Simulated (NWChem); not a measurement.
# doublet C2H2O+: levels of theory compared

Wanted: a comparison of 6 runs (UPBE/aug-cc-pVDZ, USVWN5/aug-cc-pVDZ, U-r2SCAN/aug-cc-pVDZ, U-revPBE/aug-cc-pVDZ, UBLYP/aug-cc-pVDZ, UTPSS/aug-cc-pVDZ) of doublet C2H2O+. 

The results are computed with NWChem 7.3.0.

## Step 1: The molecule

C2H2O+ has 5 atoms, charge +1, and is taken as a doublet. SMILES of the parent species: `C=C=O`. The shape is that of a PBE0-D4/def2-TZVP optimisation. That shape belongs to the parent species and isn't relaxed for this state.

Bond lengths: C1–C2 1.307 Å, C2–O3 1.156 Å, C1–H4 1.080 Å, C1–H5 1.080 Å. Angles: C1–C2–O3 180.0°, C2–C1–H4 119.5°, C2–C1–H5 119.5°, H4–C1–H5 121.1°.

## Step 2: A single-point energy at UPBE/aug-cc-pVDZ (run 1)

File c2h2o.nw:

```
start c2h2o
title "C2H2O"
memory 2200 mb
charge 1

geometry units angstrom noautosym nocenter noautoz
 C    -0.361800    0.279000   -0.270700
 C     0.535300   -0.429800    0.362500
 O     1.329000   -1.057000    0.922700
 H    -1.204100   -0.217300   -0.729100
 H    -0.248500    1.351400   -0.326800
end

basis spherical bse
 C library aug-cc-pVDZ
 O library aug-cc-pVDZ
 H library aug-cc-pVDZ
end

dft
 xc xpbe96 cpbe96
 mult 2
 grid xfine
 convergence energy 1e-08
 maxiter 100
 mulliken
 print low
end

task dft energy
```

Started as:

```
$ nwchem c2h2o.nw > c2h2o.out
```

What it wrote:

```text
[...]
 d= 0,ls=0.0,diis     1   -151.8947262368 -2.11D+02  2.13D-02  4.50D-01     2.1
[...]
 d= 0,ls=0.0,diis    12   -152.0896637971 -6.36D-09  3.30D-07  5.86D-10    23.2
[...]
         Total DFT energy =     -152.089663797116
      One electron energy =     -315.527194469393
           Coulomb energy =      124.254848180788
    Exchange-Corr. energy =      -19.606815778431
 Nuclear repulsion energy =       58.789498269921
[...]
      Total Density - Mulliken Population Analysis
     ---------------------------------------------
    Atom       Charge   Shell Charges
 -----------   ------   -------------------------------------------------------
    1 C    6     5.20   2.02  0.68  0.50 -0.10  2.08  0.11 -0.02  0.04 -0.11
    2 C    6     5.43   2.03  0.71  0.56 -0.04  1.99  0.05  0.06  0.13 -0.06
    3 O    8     8.04   2.01  0.89  0.95  0.13  2.73  1.25  0.02  0.02  0.03
    4 H    1     1.17   0.72  0.45  0.01  0.03 -0.05
    5 H    1     1.16   0.72  0.45  0.01  0.03 -0.05
[...]
      <S2> =      0.7544 (Exact =     0.7500)
[...]
```

Run time: 24 s. Hardware: 1 thread of AMD EPYC 9R45 (Zen 5), shared host; peak memory 0.13 GiB.

## Step 3: A single-point energy at USVWN5/aug-cc-pVDZ (run 2)

File work.xyz:

```xyz
5
C2H2O SVWN5
C     -0.361800     0.279000    -0.270700
C      0.535300    -0.429800     0.362500
O      1.329000    -1.057000     0.922700
H     -1.204100    -0.217300    -0.729100
H     -0.248500     1.351400    -0.326800
```

File run.py:

```python
from ase.io import read
from ase.calculators.nwchem import NWChem

system = read('work.xyz')

calc = NWChem(
    label='work',
    theory='dft',
    memory='2200 mb',
    basis='aug-cc-pVDZ',
    basispar='spherical bse',
    charge=1,
    dft={'xc': 'slater vwn_5', 'mult': '2', 'grid': 'xfine', 'convergence': 'energy 1e-08', 'iterations': '100', 'mulliken': None, 'print': 'low'},
    task='energy',
)
system.calc = calc

print("Total energy (eV):", round(system.get_potential_energy(), 6))
```

Started as:

```
$ export ASE_NWCHEM_COMMAND="nwchem PREFIX.nwi > PREFIX.nwo"
$ python run.py
```

What it wrote:

```text
Total energy (eV): -4108.840886
```

The calculator wrote work.nwi:

```
title "work"

permanent_dir work

scratch_dir work

start work

geometry units angstrom nocenter noautosym noautoz
  C  -3.6180000000000001e-01 2.7900000000000003e-01 -2.7070000000000000e-01
  C  5.3530000000000000e-01 -4.2980000000000002e-01 3.6249999999999999e-01
  O  1.3290000000000000e+00 -1.0569999999999999e+00 9.2269999999999996e-01
  H  -1.2040999999999999e+00 -2.1729999999999999e-01 -7.2909999999999997e-01
  H  -2.4850000000000000e-01 1.3513999999999999e+00 -3.2679999999999998e-01
end

charge 1

memory 2200 mb

basis spherical bse noprint
   * library aug-cc-pVDZ
end

dft
  xc slater vwn_5
  mult 2
  grid xfine
  convergence energy 1e-08
  iterations 100
  mulliken
  print low
end

task dft energy
```

work.nwo:

```text
Northwest Computational Chemistry Package (NWChem) 7.3.0
             --------------------------------------------------------

           Job information
           ---------------

    nwchem branch   = 7.3.0
    use scalapack   = T
    input           = work.nwi
    prefix          = work.
    data base       = work/work.db
    status          = startup
    nproc           =        1

           Memory information
           ------------------

    heap     =     72089594 doubles =      550.0 Mbytes
    stack    =     72089599 doubles =      550.0 Mbytes
    global   =    144179200 doubles =     1100.0 Mbytes (distinct from heap & stack)
    total    =    288358393 doubles =     2200.0 Mbytes
    verify   = yes
    hardfail = no

           Directory information
           ---------------------

  0 permanent = work
  0 scratch   = work

                                NWChem Input Module
                                -------------------

                                       work
                                       ----

[... 25 lines left out ...]
            Nuclear Dipole moment (a.u.)
[... 78 lines left out ...]
   convergence    iter        energy       DeltaE   RMS-Dens  Diis-err    time
[... 13 lines left out ...]
         Total DFT energy =     -150.997118705294
      One electron energy =     -315.472835583236
           Coulomb energy =      124.174382665231
    Exchange-Corr. energy =      -18.488164057211
 Nuclear repulsion energy =       58.789498269921
[... 29 lines left out ...]
     -------------------------------------------
      Total Density - Lowdin Population Analysis
     -------------------------------------------

    Atom       Charge   Shell Charges
 -----------   ------   -------------------------------------------------------
    1 C    6     5.58   1.84  0.52  0.27  0.06  1.75  0.77  0.06  0.10  0.19
    2 C    6     5.95   1.80  0.57  0.25  0.06  1.67  0.68  0.08  0.30  0.54
    3 O    8     7.60   1.90  0.82  0.57  0.11  2.53  1.34  0.15  0.03  0.15
    4 H    1     0.94   0.49  0.17  0.02  0.08  0.18
    5 H    1     0.94   0.49  0.17  0.02  0.08  0.18

     ------------------------------------------
      Spin Density - Lowdin Population Analysis
     ------------------------------------------

    Atom       Charge   Shell Charges
 -----------   ------   -------------------------------------------------------
    1 C    6     0.50   0.00  0.01  0.00 -0.00  0.37  0.12  0.01 -0.00 -0.00
    2 C    6     0.21   0.00 -0.00 -0.00 -0.00  0.01  0.02  0.00  0.07  0.11
    3 O    8     0.24   0.00  0.00 -0.00 -0.00  0.19  0.04 -0.00 -0.00  0.01
    4 H    1     0.03  -0.01 -0.00 -0.00  0.01  0.03
    5 H    1     0.03  -0.01 -0.00 -0.00  0.01  0.03

     --------------------------
     Expectation value of S2:
     --------------------------
      <S2> =      0.7525 (Exact =     0.7500)

 Task  times  cpu:       22.6s     wall:       22.6s
 Total times  cpu:       22.6s     wall:       22.6s
```

Run time: 23 s. Hardware: 1 thread of AMD EPYC 9R45 (Zen 5), shared host; peak memory 0.13 GiB.

Run 3 isn't shown in full; the table further down has it.

## Step 4: The energy at U-revPBE/aug-cc-pVDZ (run 4)

File run.py:

```python
from ase import Atoms
from ase.calculators.nwchem import NWChem

molecule = Atoms('CCOHH', positions=[
    [-0.361800, 0.279000, -0.270700],
    [0.535300, -0.429800, 0.362500],
    [1.329000, -1.057000, 0.922700],
    [-1.204100, -0.217300, -0.729100],
    [-0.248500, 1.351400, -0.326800],
])

calc = NWChem(
    label='run',
    theory='dft',
    memory='2200 mb',
    basis='aug-cc-pVDZ',
    basispar='spherical bse',
    charge=1,
    dft={'xc': 'revpbe cpbe96', 'mult': '2', 'grid': 'xfine', 'convergence': 'energy 1e-08', 'iterations': '100', 'mulliken': None},
    task='energy',
)
molecule.calc = calc

e = molecule.get_potential_energy()
print(f"E = {e:.6f} eV")
```

Started as:

```
$ export ASE_NWCHEM_COMMAND="nwchem PREFIX.nwi > PREFIX.nwo"
$ python run.py
```

What it wrote:

```text
E = -4142.441245 eV
```

The calculator wrote run.nwi:

```
title "run"

permanent_dir run

scratch_dir run

start run

geometry units angstrom nocenter noautosym noautoz
  C  -3.6180000000000001e-01 2.7900000000000003e-01 -2.7070000000000000e-01
  C  5.3530000000000000e-01 -4.2980000000000002e-01 3.6249999999999999e-01
  O  1.3290000000000000e+00 -1.0569999999999999e+00 9.2269999999999996e-01
  H  -1.2040999999999999e+00 -2.1729999999999999e-01 -7.2909999999999997e-01
  H  -2.4850000000000000e-01 1.3513999999999999e+00 -3.2679999999999998e-01
end

charge 1

memory 2200 mb

basis spherical bse noprint
   * library aug-cc-pVDZ
end

dft
  xc revpbe cpbe96
  mult 2
  grid xfine
  convergence energy 1e-08
  iterations 100
  mulliken
end

task dft energy
```

run.nwo:

```text
Northwest Computational Chemistry Package (NWChem) 7.3.0
             --------------------------------------------------------

           Job information
           ---------------

    nwchem branch   = 7.3.0
    use scalapack   = T
    input           = run.nwi
    prefix          = run.
    data base       = run/run.db
    status          = startup
    nproc           =        1

           Memory information
           ------------------

    heap     =     72089594 doubles =      550.0 Mbytes
    stack    =     72089599 doubles =      550.0 Mbytes
    global   =    144179200 doubles =     1100.0 Mbytes (distinct from heap & stack)
    total    =    288358393 doubles =     2200.0 Mbytes
    verify   = yes
    hardfail = no

           Directory information
           ---------------------

  0 permanent = run
  0 scratch   = run

                                NWChem Input Module
                                -------------------

                                        run
                                        ---

[... 25 lines left out ...]
            Nuclear Dipole moment (a.u.)
[... 60 lines left out ...]
  convergence criterion.
[... 16 lines left out ...]
          Convergence on density requested:  1.00D-05
[... 20 lines left out ...]
          Spatial weights used:  Erf1
[... 3 lines left out ...]
          Convergence aids based upon iterative change in
[... 98 lines left out ...]
         Total DFT energy =     -152.231909153116
[... 1 line left out ...]
           Coulomb energy =      124.259117097489
[... 1 line left out ...]
 Nuclear repulsion energy =       58.789498269921
[... 620 lines left out ...]
                     DFT Final Beta Molecular Orbital Analysis
[... 692 lines left out ...]
   alpha     71     72     73     74     75     76     77     78     79     80
    beta     71     72     73     74     75     76     77     78     79     80
 overlap   0.999  1.000  0.999  0.997  1.000  0.998  1.000  0.999  1.000  1.000

   alpha     81     82     83     84     85     86     87
    beta     81     82     83     84     85     86     87
 overlap   1.000  0.999  1.000  0.999  1.000  1.000  1.000

     --------------------------
     Expectation value of S2:
     --------------------------
      <S2> =      0.7549 (Exact =     0.7500)

 center of mass
 --------------
 x =   0.98399697 y =  -0.79048265 z =   0.66555348

 moments of inertia (a.u.)
 ------------------
          96.649083404588          62.012517545820         -58.494478198776
          62.012517545820         124.627297354826          44.537847633769
         -58.494478198776          44.537847633769         139.097614979026

     Multipole analysis of the density
     ---------------------------------

     L   x y z        total         alpha         beta         nuclear
     -   - - -        -----         -----         ----         -------
     0   0 0 0      1.000000    -11.000000    -10.000000     22.000000

     1   1 0 0     -0.027452     -9.824138     -9.517070     19.313755
[... 8 lines of this table left out ...]
     2   0 0 2    -10.055303    -21.702073    -19.341125     30.987896

 Task  times  cpu:       25.1s     wall:       25.1s
 Total times  cpu:       25.1s     wall:       25.1s
```

It took 26 s on 1 thread of AMD EPYC 9R45 (Zen 5), shared host; peak memory 0.13 GiB.

Run 5 isn't shown in full; the table further down has it.

## Step 5: The energy at UTPSS/aug-cc-pVDZ (run 6)

File run.py:

```python
from ase import Atoms
from ase.calculators.nwchem import NWChem

atoms = Atoms(['C', 'C', 'O', 'H', 'H'], positions=[
    [-0.361800, 0.279000, -0.270700],
    [0.535300, -0.429800, 0.362500],
    [1.329000, -1.057000, 0.922700],
    [-1.204100, -0.217300, -0.729100],
    [-0.248500, 1.351400, -0.326800],
])

calc = NWChem(
    label='job',
    theory='dft',
    memory='2200 mb',
    basis='aug-cc-pVDZ',
    basispar='spherical bse',
    charge=1,
    dft={'xc': 'xtpss03 ctpss03', 'mult': '2', 'grid': 'xfine', 'convergence': 'energy 1e-08', 'iterations': '100', 'mulliken': None},
    task='energy',
)
atoms.calc = calc

print(f"energy = {atoms.get_potential_energy():.6f} eV")
```

Started as:

```
$ export ASE_NWCHEM_COMMAND="nwchem PREFIX.nwi > PREFIX.nwo"
$ python run.py
```

What it wrote:

```text
energy = -4144.163448 eV
```

The calculator wrote job.nwi:

```
title "job"

permanent_dir job

scratch_dir job

start job

geometry units angstrom nocenter noautosym noautoz
  C  -3.6180000000000001e-01 2.7900000000000003e-01 -2.7070000000000000e-01
  C  5.3530000000000000e-01 -4.2980000000000002e-01 3.6249999999999999e-01
  O  1.3290000000000000e+00 -1.0569999999999999e+00 9.2269999999999996e-01
  H  -1.2040999999999999e+00 -2.1729999999999999e-01 -7.2909999999999997e-01
  H  -2.4850000000000000e-01 1.3513999999999999e+00 -3.2679999999999998e-01
end

charge 1

memory 2200 mb

basis spherical bse noprint
   * library aug-cc-pVDZ
end

dft
  xc xtpss03 ctpss03
  mult 2
  grid xfine
  convergence energy 1e-08
  iterations 100
  mulliken
end

task dft energy
```

job.nwo:

```text
Northwest Computational Chemistry Package (NWChem) 7.3.0
             --------------------------------------------------------

           Job information
           ---------------

    nwchem branch   = 7.3.0
    use scalapack   = T
    input           = job.nwi
    prefix          = job.
    data base       = job/job.db
    status          = startup
    nproc           =        1

           Memory information
           ------------------

    heap     =     72089594 doubles =      550.0 Mbytes
    stack    =     72089599 doubles =      550.0 Mbytes
    global   =    144179200 doubles =     1100.0 Mbytes (distinct from heap & stack)
    total    =    288358393 doubles =     2200.0 Mbytes
    verify   = yes
    hardfail = no

           Directory information
           ---------------------

  0 permanent = job
  0 scratch   = job

                                NWChem Input Module
                                -------------------

                                        job
                                        ---

[... 25 lines left out ...]
            Nuclear Dipole moment (a.u.)
[... 58 lines left out ...]
  convergence criterion.
[... 16 lines left out ...]
          Convergence on density requested:  1.00D-05
[... 19 lines left out ...]
          Spatial weights used:  Erf1
[... 3 lines left out ...]
          Convergence aids based upon iterative change in
[... 98 lines left out ...]
         Total DFT energy =     -152.295198928049
[... 1 line left out ...]
           Coulomb energy =      124.314013201880
[... 1 line left out ...]
 Nuclear repulsion energy =       58.789498269921
[... 619 lines left out ...]
                     DFT Final Beta Molecular Orbital Analysis
[... 692 lines left out ...]
   alpha     71     72     73     74     75     76     77     78     79     80
    beta     71     72     73     74     75     76     77     78     79     80
 overlap   1.000  0.999  1.000  0.997  1.000  0.997  1.000  1.000  0.999  0.999

   alpha     81     82     83     84     85     86     87
    beta     81     82     83     84     85     86     87
 overlap   0.999  0.998  1.000  0.998  1.000  1.000  1.000

     --------------------------
     Expectation value of S2:
     --------------------------
      <S2> =      0.7562 (Exact =     0.7500)

 center of mass
 --------------
 x =   0.98399697 y =  -0.79048265 z =   0.66555348

 moments of inertia (a.u.)
 ------------------
          96.649083404588          62.012517545820         -58.494478198776
          62.012517545820         124.627297354826          44.537847633769
         -58.494478198776          44.537847633769         139.097614979026

     Multipole analysis of the density
     ---------------------------------

     L   x y z        total         alpha         beta         nuclear
     -   - - -        -----         -----         ----         -------
     0   0 0 0      1.000000    -11.000000    -10.000000     22.000000

     1   1 0 0     -0.035710     -9.830750     -9.518716     19.313755
[... 8 lines of this table left out ...]
     2   0 0 2    -10.030656    -21.681617    -19.336935     30.987896

 Task  times  cpu:       32.6s     wall:       32.6s
 Total times  cpu:       32.6s     wall:       32.6s
```

Wall time 34 s (1 thread of AMD EPYC 9R45 (Zen 5), shared host); peak memory 0.13 GiB.

## Step 6: The series

```csv
run,level,energy (Eh),⟨S²⟩,wall time
1,UPBE/aug-cc-pVDZ,-152.089664,0.754,24 s
2,USVWN5/aug-cc-pVDZ,-150.997119,0.752,23 s
3,U-r2SCAN/aug-cc-pVDZ,-152.184846,0.761,32 s
4,U-revPBE/aug-cc-pVDZ,-152.231909,0.755,26 s
5,UBLYP/aug-cc-pVDZ,-152.232126,0.754,23 s
6,UTPSS/aug-cc-pVDZ,-152.295199,0.756,34 s
```

## Step 7: Results

| quantity | value |
| --- | --- |
| run 6: total energy | -152.29520 Eh |
| run 6: HOMO energy (highest over α and β) | -15.34 eV |
| run 6: LUMO energy (lowest over α and β) | -13.28 eV |
| run 6: ⟨S²⟩ | 0.756 |

**Reading.** Totals of different functionals can't be ranked against each other. All runs together took 2.7 min, the longest 34 s.
